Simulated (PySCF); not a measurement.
A barrier at the coupled-cluster level

Start structure (BPNH7, closed shell), relaxed at PBE0-D4/def2-TZVP:

```xyz
10
angstrom
B 0.4842 -1.0139 1.2073
N 1.0290 0.2619 1.2110
H 1.1188 -1.9145 0.7420
H -0.6025 -1.1798 1.6805
H 0.0075 0.9762 -1.9398
P -1.0159 0.0137 -1.7413
H 1.9402 0.4719 0.8402
H 0.5591 1.0624 1.5989
H -1.7809 0.4789 -2.8450
H -1.7148 0.8274 -0.8126
```

The step: BNH₄ ([BH2][NH2]) + PH₃ → BPH₄ ([BH2][PH2]) + NH₃ (still joined by a long B–N bond); bonds formed: B1–P6, N2–H5; bonds broken: H5–P6; bonds weakened to dative contacts: B1–N2. Computed with PySCF 2.14 with density fitting (its default auxiliary sets; JK sets also for MP2 and CCSD(T)) (basis: def2-TZVPP and def2-QZVPP); correlated methods freeze the cores. Extrapolation: Hartree–Fock as exp(−7.88 √X), correlation as X^−2.97. Energies below are by CCSD(T) at an estimated basis limit (MP2 extrapolated from triple and quadruple zeta, plus CCSD(T) − MP2 in triple zeta).

Task: What are the electronic barrier and the energy of the step, from the start structure to the end structure? (To be estimated.)

Result: By the calculation: Barrier 37.29 kcal/mol; step energy 1.83 kcal/mol (uphill); reverse barrier, their difference, 35.47 kcal/mol. Barrier and step energy count from the start structure, the reverse barrier from the end structure.

The saddle point: One imaginary mode of 1338i cm⁻¹.
| pair | start (Å) | saddle (Å) | end (Å) |
| --- | --- | --- | --- |
| B1–P6 | 3.46 | 2.01 | 1.97 |
| N2–H5 | 3.39 | 1.51 | 1.02 |
| B1–N2 | 1.39 | 1.57 | 1.64 |
| H5–P6 | 1.42 | 1.60 | 2.93 |

Zero-point energy (harmonic, PBE0-D4): ZPE is 45.92 kcal/mol at the start and 45.33 kcal/mol at the saddle, so the barrier goes from 37.29 to 36.70 kcal/mol.

T1 diagnostic: at most 0.013.

Labels in which every atom is bracketed show which atoms are joined, not bond orders.

For scale, one of the runs: CCSD(T)/def2-TZVPP, 202 basis functions, launched by `OMP_NUM_THREADS=4 python run.py`. The run took 4.9 min on 4 CPU threads of an Arm Neoverse V2 (shared host), with 2.3 GiB of host memory at its peak.
